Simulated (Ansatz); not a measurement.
# A barrier at the coupled-cluster level

Start structure (CH8NSi, doublet), relaxed at PBE0-D4/def2-TZVP:

H1  (0.805, -0.501, -1.262)
C2  (0.938, 0.586, -1.363)
N3  (0.353, 1.385, -0.302)
Si4  (-1.331, -1.182, 1.347)
H5  (0.507, 0.887, -2.321)
H6  (2.010, 0.787, -1.418)
H7  (-0.647, 1.242, -0.238)
H8  (0.751, 1.153, 0.599)
H9  (-2.331, -2.179, 1.811)
H10  (-0.187, -1.845, 0.670)
H11  (-0.868, -0.332, 2.476)
(Å)

The step: CH₅N ([CH3][NH2]) + SiH₃ → CH₄N ([CH2][NH2]) + SiH₄; bonds formed: H1–Si4; bonds broken: H1–C2. Computed with Ansatz 0.2.0 (basis: def2-TZVPP and def2-QZVPP); correlated methods freeze the cores; orbitals are unrestricted. Extrapolation: Hartree–Fock as exp(−7.88 √X), correlation as X^−2.97. Energies below are by CCSD(T) at an estimated basis limit (MP2 extrapolated from triple and quadruple zeta, plus CCSD(T) − MP2 in triple zeta).

(1) What are the electronic barrier and the energy of the step, from the start structure to the end structure? (An estimate is asked for; the value comes from the calculation.)

T1 diagnostic: at most 0.017. ⟨S²⟩ of the unrestricted Hartree–Fock references: 0.75 to 0.78 (a pure state has 0.75).

## Answers

(1) The calculation gives: Barrier 69.9 kJ/mol; step energy 11.0 kJ/mol (uphill); reverse barrier, their difference, 58.9 kJ/mol. Barrier and step energy count from the start structure, the reverse barrier from the end structure.

The saddle point: One imaginary mode of 1132i cm⁻¹.
```csv
pair,start (Å),saddle (Å),end (Å)
H1–Si4,3.44,1.68,1.48
H1–C2,1.10,1.51,3.09
```

Zero-point energy (harmonic, PBE0-D4): ZPE is 227.0 kJ/mol at the start and 211.4 kJ/mol at the saddle, so the barrier goes from 69.9 to 54.3 kJ/mol.

Radical steps of this kind take place in plasma deposition and etching.

Labels in which every atom is bracketed show which atoms are joined, not bond orders.

For scale, one of the runs: CCSD(T)/def2-TZVPP, 216 basis functions, launched by `ansatz run in.yaml --threads 4 --pin off --events-out ev --progress --plain --max-ram 9574MiB`. Time: 2.8 min of wall clock on 4 CPU threads of an Arm Neoverse V1; the host was shared. Peak host memory: 8.2 GiB.
